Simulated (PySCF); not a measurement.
## BC: everyday levels beside a composite calculation

PySCF; the state is a quartet (σ ↑, π ↑↑). The composite is CCSD(T) extrapolated to the basis-set limit from two correlation-consistent sets, with core-valence (CV) and scalar-relativistic (SR) terms as its label shows; it has no spin–orbit coupling and nothing beyond (T). Here it is CCSD(T)/CBS(TQ)+CV+SR. It gives Re = 1.489 Å, ωe = 1129 cm⁻¹ and De = 4.39 eV to B + C.

| level | basis | relativity | Re (Å) | ωe (cm⁻¹) | De (eV) |
| --- | --- | --- | --- | --- | --- |
| PBE | def2-TZVPP | no relativity | 1.497 | 1170 | 5.05 |
| BLYP | aug-pcseg-1 | no relativity | 1.504 | 1152 | 4.62 |
| BLYP | aug-cc-pVDZ | no relativity | 1.510 | 1144 | 4.59 |
| TPSS | cc-pVDZ | no relativity | 1.503 | 1181 | 4.65 |
| TPSS | aug-pcseg-1 | no relativity | 1.492 | 1201 | 4.74 |
| r²SCAN | 6-31G(d,p) | no relativity | 1.496 | 1179 | 4.83 |
| r²SCAN | def2-TZVPP | no relativity | 1.486 | 1181 | 4.79 |
| PBE0 | aug-pcseg-1 | no relativity | 1.480 | 1218 | 4.69 |
| PBE0 | aug-cc-pVDZ | no relativity | 1.489 | 1201 | 4.65 |
| B97-3 | def2-TZVPP | no relativity | 1.481 | 1194 | 4.56 |

**Question.** Give the difference of each row from the composite.

**Answer.** 

```tsv
level	basis	ΔRe (pm)	Δωe (%)	ΔDe (eV)
PBE	def2-TZVPP	+0.8	+3.6	+0.66
BLYP	aug-pcseg-1	+1.5	+2.0	+0.23
BLYP	aug-cc-pVDZ	+2.1	+1.3	+0.20
TPSS	cc-pVDZ	+1.4	+4.6	+0.26
TPSS	aug-pcseg-1	+0.3	+6.4	+0.35
r²SCAN	6-31G(d,p)	+0.7	+4.4	+0.44
r²SCAN	def2-TZVPP	-0.3	+4.6	+0.40
PBE0	aug-pcseg-1	-0.9	+7.9	+0.30
PBE0	aug-cc-pVDZ	+0.0	+6.4	+0.26
B97-3	def2-TZVPP	-0.8	+5.8	+0.17
```

**Question.** Which rows come closest in De?

**Answer.** B97-3 in def2-TZVPP (+0.17 eV), counted from the composite.

Correlated steps freeze 2 core orbitals. The CCSD T1 diagnostic is raised in BC, a sign that a single reference may not be enough there. The state was picked by a PBE0 search and need not be the measured ground state.
